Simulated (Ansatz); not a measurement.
Input file:

```yaml
crystal:
  periodic: [false, false, false]
  atoms:
    - {symbol: Cr, position_ang: [0.000000, 0.000000, 0.000000]}
    - {symbol: H, position_ang: [0.000000, 0.000000, 1.556800]}
basis:
  gaussian: {orbitals: def2-SVP}
total_charge: 1
magnetization: {spin_polarized: false, initial_magnetization: 2}
correlation: {method: fci, electrons: outside_noble_gas}
```

```sh
$ ansatz run in.yaml --threads 1 --pin off --events-out ev --progress --plain --max-ram 2393MiB
```

Output:

```
707 factors; integrals over basis functions are off by at most 2.3e-7 eV
mean field evaluation 1: about -28387.1988 eV, gradient 3.6e1 eV
mean field evaluation 2: about -28387.2394 eV, gradient 3.6e1 eV
mean field evaluation 4: about -28390.4932 eV, gradient 1.2e1 eV
mean field evaluation 8: about -28391.2678 eV, gradient 1.5e0 eV
mean field evaluation 16: about -28391.3118 eV, gradient 1.3e-6 eV
mean field evaluation 32: about -28391.5434 eV, gradient 5.4e-3 eV
mean field evaluation 64: about -28390.8389 eV, gradient 2.9e0 eV
mean field evaluation 96: about -28383.3091 eV, gradient 3.2e1 eV
mean field evaluation 128: about -28383.1256 eV, gradient 3.3e1 eV
mean field evaluation 160: about -28391.5374 eV, gradient 4.5e-1 eV
mean field evaluation 192: about -28391.5347 eV, gradient 2.2e-1 eV
mean field evaluation 224: about -28390.8366 eV, gradient 1.6e0 eV
mean field evaluation 256: about -28391.5415 eV, gradient 5.9e-2 eV
mean field evaluation 288: about -28391.5433 eV, gradient 7.9e-2 eV
mean field evaluation 320: about -28390.0162 eV, gradient 1.5e0 eV
mean field evaluation 352: about -28386.5310 eV, gradient 2.1e1 eV
mean field evaluation 384: about -28391.5343 eV, gradient 1.5e0 eV
mean field evaluation 416: about -28391.5346 eV, gradient 2.1e-1 eV
mean field evaluation 448: about -28391.2688 eV, gradient 1.5e-3 eV
mean field evaluation 480: about -28389.2373 eV, gradient 1.6e1 eV
mean field evaluation 512: about -28389.9486 eV, gradient 1.8e0 eV
mean field evaluation 544: about -28390.9480 eV, gradient 2.0e0 eV
mean field evaluation 576: about -28391.2733 eV, gradient 6.1e-1 eV
mean field evaluation 608: about -28390.9264 eV, gradient 2.7e-1 eV
mean field -28391.54345033 eV, -1043.3699773202 hartree, gradient 1.4e-7 eV, S^2 2.000000; 31 other end points of the search recorded, 0 dependent functions left out
mean field evaluation 640: about -28392.4045 eV, gradient 2.3e0 eV
mean field evaluation 672: about -28392.6253 eV, gradient 8.8e-1 eV
determinant -28391.54001626 eV, -1043.3698511206 hartree, with singles and doubles -28394.16967264 eV, -1043.4664892102 hartree
determinant -28391.31177822 eV, -1043.3614635272 hartree, with singles and doubles -28393.94130152 eV, -1043.4580967262 hartree
determinant -28390.04799815 eV, -1043.3150204662 hartree, with singles and doubles -28392.79480469 eV, -1043.4159637448 hartree
determinant -28389.81617735 eV, -1043.3065012090 hartree, with singles and doubles -28392.67104772 eV, -1043.4114157600 hartree
determinant -28391.54001626 eV, -1043.3698511206 hartree, with singles and doubles -28394.19889413 eV, -1043.4675630801 hartree
determinant -28391.31177822 eV, -1043.3614635272 hartree, with singles and doubles -28394.01496155 eV, -1043.4608036822 hartree
unrestricted determinant -28392.66533942 eV, -1043.4112059839 hartree, S^2 3.0143
9 core orbitals not correlated: weight in the atoms' cores, before any rotation towards them, 1.000 or more for the frozen orbitals, at most 0.000 for the correlated occupied ones
reference -28391.54001626 eV, -1043.3698511206 hartree; 4, 2 occupied and 23, 25 virtual orbitals, 707 factors
state -28394.39387422 eV, -1043.4747284661 hartree
Total energy: -28394.39387422 eV, -1043.4747284661 hartree
```

Ran on 1 thread of Arm Neoverse N1, shared host: 2.7 min wall, 0.35 GiB peak host memory.
